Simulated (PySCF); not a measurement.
**Magnetisability: SMILES NCC1COC1, C$_{4}$H$_{9}$NO**

Geometry (Å), atoms numbered from 1 in this order:
```xyz
15

N     1.6480   -1.2880   -0.2510
C     1.1104   -0.0950    0.3820
C    -0.4108   -0.1429    0.3754
C    -1.0916    0.0702   -0.9827
O    -1.7176    1.2714   -0.5206
C    -1.1280    1.1529    0.7738
H     1.3742   -2.1161    0.2675
H     2.6611   -1.2526   -0.2692
H     1.4501    0.7670   -0.1991
H     1.4496    0.0440    1.4252
H    -0.7585   -1.0286    0.9098
H    -1.8275   -0.6848   -1.2697
H    -0.4098    0.2556   -1.8158
H    -1.8835    1.0571    1.5590
H    -0.4707    1.9978    1.0012
```

Computed with GIAO KT3/pcSseg-1 magnetisability, rotational g tensor and spin-rotation constants, non-relativistic, gas phase (PySCF). Geometry: GFN2-xTB.

Task: How diamagnetic is it, and how anisotropic?

Result: Isotropic -863 × 10⁻³⁰ J/T², or -52.0 × 10⁻⁶ cm³/mol; principal values -1000, -929, -660 × 10⁻³⁰ J/T², anisotropy 310 × 10⁻³⁰ J/T² (root of half the summed squared differences of the principal values). The susceptibility is in cgs units.

Task: Split it along the inertial axes a, b, c into diamagnetic and paramagnetic parts about the centre of mass, with the quadrupole moment.

Result: 
```
axis  χ (10⁻⁶ cm³/mol)  diamagnetic (10⁻⁶ cm³/mol)  paramagnetic (10⁻⁶ cm³/mol)  summed x² of all electrons (Å²)  quadrupole Θ (D Å)
   a             -56.8                      -235.4                        178.6                            123.1               -1.84
   b             -56.6                      -601.1                        544.5                             36.9               -0.70
   c             -42.5                      -679.1                        636.6                             18.5               +2.55
```
Anisotropies 2χaa − χbb − χcc = -14.5 and 2χbb − χaa − χcc = -13.8 × 10⁻⁶ cm³/mol. Θ is traceless in Buckingham's convention.

Task: And the rotational g tensor?

Result: 
| axis | rotational constant (GHz) | g | nuclear part | electronic part |
| --- | --- | --- | --- | --- |
| a | 8.5810 | -0.0320 | 0.6879 | -0.7199 |
| b | 2.3135 | -0.0096 | 0.5822 | -0.5918 |
| c | 2.0264 | -0.0236 | 0.5824 | -0.6060 |

Asymmetric top; isotopes 12C, 1H, 14N, 16O; no vibrational averaging.
